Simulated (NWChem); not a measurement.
System: Cl, doublet

All runs: NWChem. Spin-unrestricted. The open p shell is one determinant without spherical averaging. No stability test was run on the SCF state.

Task: Taking PBE0/cc-pVQZ as the yardstick, which of these has the fewest basis functions while keeping “highest occupied level (eV)” within 0.05 eV of it: PBE0/aug-cc-pVTZ; PBE0/cc-pVDZ; PBE0/cc-pVTZ; PBE0/aug-cc-pVDZ?

Result: PBE0/aug-cc-pVDZ.
```csv
level,basis functions,highest occupied level (eV)
PBE0/cc-pVDZ,18,-9.39
PBE0/aug-cc-pVDZ,27,-9.58
PBE0/cc-pVTZ,34,-9.55
PBE0/aug-cc-pVTZ,50,-9.61
PBE0/cc-pVQZ,59,-9.59
```

The yardstick is one finite set, not the basis-set limit.
